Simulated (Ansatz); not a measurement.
# CHO+ (triplet): the correlation ladder, def2-TZVPP

The task here is to estimate one member of a computed series from the others.

Computed with Ansatz 0.2.0, Gaussian basis. Level: def2-TZVPP, core rule «outside noble gas», up to 2 orbitals frozen.

Plan: UHF; ROHF; CCSD(T) on UHF.

2 further runs of the same task are left out: 2 set aside as unsound or not needed.

### The system

The geometry is a PBE0/def2-TZVP stationary point (not a proven minimum) of the parent state, kept for this charge and spin.

3 atoms, charge 1, spin multiplicity 3.

Atoms are counted from 1 here; the program's logs count them from 0.

Bond lengths: O1–C2 1.169 Å, C2–H3 1.125 Å. Angles: O1–C2–H3 124.8°.

As a file:

```xyz
3

O     0.00000    0.07455    0.54247
C     0.00000   -0.15216   -0.60408
H     0.00000    0.62974   -1.41262
```

Set-up of the first run:

in.yaml reads:

```yaml
crystal:
  periodic: [false, false, false]
  atoms:
    - {symbol: O, position_ang: [0.000000, 0.074551, 0.542472]}
    - {symbol: C, position_ang: [0.000000, -0.152157, -0.604077]}
    - {symbol: H, position_ang: [0.000000, 0.629740, -1.412618]}
basis:
  gaussian: {orbitals: def2-TZVPP}
total_charge: 1
magnetization: {spin_polarized: true, initial_magnetization: 2}
hamiltonian: {xc: hf}
output: {orbitals: {seedname: orbitals}}
```

Command:

```bash
$ ansatz run in.yaml --threads 1 --pin off --events-out ev --progress --plain --max-ram 2560MiB --backend cpu
```

Steps of the session up to this table: UHF; ROHF; CCSD(T) on UHF.

One of the session's tables, all rows but one given; the rest of the session is left out.

| method | from UCCSD(T) (kJ/mol) |
| --- | --- |
| ROHF | ? |
| UHF | +825.3 |
| UMP2 | +100.5 |
| UCCSD | +29.7 |
| UCCSD(T) | 0 |

**Question.** Estimate the row for ROHF.

As computed: from UCCSD(T) (kJ/mol): +841.1. In the column «from UCCSD(T) (kJ/mol)» it is the highest.
